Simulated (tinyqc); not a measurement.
Worked calculation: extended Hueckel theory, for LiF. Computed by tinyqc, a small Python program that keeps every step (integrals from PySCF). Settings: charge = 0, K = 1.75, multiplicity = 1. Command: `OMP_NUM_THREADS=1 python tinyqc.py 26004 26005 out.jsonl` (the two numbers bound the seeds that draw the settings). One thread of a shared host (Intel(R) Xeon(R) Processor @ 2.60GHz), about 0.01 s of CPU time with the checks.

## Overlaps

Geometry (angstrom):
```
atom       x       y       z
Li    0.0000  0.0000  0.0000
F     0.0000  0.0000  1.3840
```

Parameters chosen for this run:
```
element  shell  Slater exponent  H_ii (eV)
F           2s           2.4250   -40.0000
F           2p           2.4250   -18.1000
Li          2s           0.6500    -5.4000
Li          2p           0.6500    -3.5000
```

Slater orbitals, each expanded in six Gaussians scaled to its exponent.

overlap S:
```
          1Li 2s  1Li 2px  1Li 2py  1Li 2pz   2F 2s  2F 2px  2F 2py   2F 2pz
1Li 2s    1.0000   0.0000   0.0000   0.0000  0.2989  0.0000  0.0000  -0.0641
1Li 2px   0.0000   1.0000   0.0000   0.0000  0.0000  0.1631  0.0000   0.0000
1Li 2py   0.0000   0.0000   1.0000   0.0000  0.0000  0.0000  0.1631   0.0000
1Li 2pz   0.0000   0.0000   0.0000   1.0000  0.4329  0.0000  0.0000  -0.0485
2F 2s     0.2989   0.0000   0.0000   0.4329  1.0000  0.0000  0.0000   0.0000
2F 2px    0.0000   0.1631   0.0000   0.0000  0.0000  1.0000  0.0000   0.0000
2F 2py    0.0000   0.0000   0.1631   0.0000  0.0000  0.0000  1.0000   0.0000
2F 2pz   -0.0641   0.0000   0.0000  -0.0485  0.0000  0.0000  0.0000   1.0000
```

## Wolfsberg-Helmholz matrix

diagonal H_ii (eV): 1Li 2s -5.4000, 1Li 2px -3.5000, 1Li 2py -3.5000, 1Li 2pz -3.5000, 2F 2s -40.0000, 2F 2px -18.1000, 2F 2py -18.1000, 2F 2pz -18.1000

K = 1.7500

H_ij = K' S_ij (H_ii + H_jj)/2 for i != j (the diagonal keeps H_ii), with K' = 1.75.

H (eV):
```
           1Li 2s  1Li 2px  1Li 2py   1Li 2pz     2F 2s    2F 2px    2F 2py    2F 2pz
1Li 2s    -5.4000   0.0000   0.0000    0.0000  -11.8732    0.0000    0.0000    1.3190
1Li 2px    0.0000  -3.5000   0.0000    0.0000    0.0000   -3.0822    0.0000    0.0000
1Li 2py    0.0000   0.0000  -3.5000    0.0000    0.0000    0.0000   -3.0822    0.0000
1Li 2pz    0.0000   0.0000   0.0000   -3.5000  -16.4767    0.0000    0.0000    0.9166
2F 2s    -11.8732   0.0000   0.0000  -16.4767  -40.0000    0.0000    0.0000    0.0000
2F 2px     0.0000  -3.0822   0.0000    0.0000    0.0000  -18.1000    0.0000    0.0000
2F 2py     0.0000   0.0000  -3.0822    0.0000    0.0000    0.0000  -18.1000    0.0000
2F 2pz     1.3190   0.0000   0.0000    0.9166    0.0000    0.0000    0.0000  -18.1000
```

## Orbitals

valence electrons = 8

Solve H C = S C e through S^(-1/2); fill by pairs from the bottom, a degenerate level sharing its electrons equally; each orbital has its largest coefficient positive (the first on a tie).

orbital energies (eV): -40.0199  -18.1017  -18.1012  -18.1012  -4.8095  -3.0562  -3.0562  8.8423

occupations: 2.0000  2.0000  2.0000  2.0000  0.0000  0.0000  0.0000  0.0000

coefficients:
```
             MO1      MO2      MO3     MO4      MO5      MO6      MO7      MO8
1Li 2s   -0.0026  -0.0107   0.0000  0.0000   0.8593   0.0000   0.0000   0.6257
1Li 2px   0.0000   0.0000  -0.0058  0.0068   0.0000   1.0126   0.0428   0.0000
1Li 2py   0.0000   0.0000   0.0068  0.0058   0.0000  -0.0428   1.0126   0.0000
1Li 2pz  -0.0235  -0.0006   0.0000  0.0000  -0.5133   0.0000   0.0000   1.0002
2F 2s     1.0107   0.0034   0.0000  0.0000  -0.0449   0.0000   0.0000  -0.6018
2F 2px    0.0000   0.0000  -0.6462  0.7612   0.0000  -0.1739  -0.0074   0.0000
2F 2py    0.0000   0.0000   0.7612  0.6462   0.0000   0.0074  -0.1739   0.0000
2F 2pz   -0.0012   0.9992   0.0000  0.0000   0.0389   0.0000   0.0000   0.0938
```

sum of one-electron energies = -188.6479 eV

Within a degenerate level the vectors are fixed only up to a rotation; this is one choice.

## Mulliken analysis

P = C n C^T; charge = valence electrons (F 7, Li 1) minus the sum of (P S)_ii on the atom; overlap population = 2 sum P_ij S_ij between two atoms.

charges: 1Li 1.0133, 2F -1.0133

Overlap populations:
```
pair      value
2-1   -0.029853
```
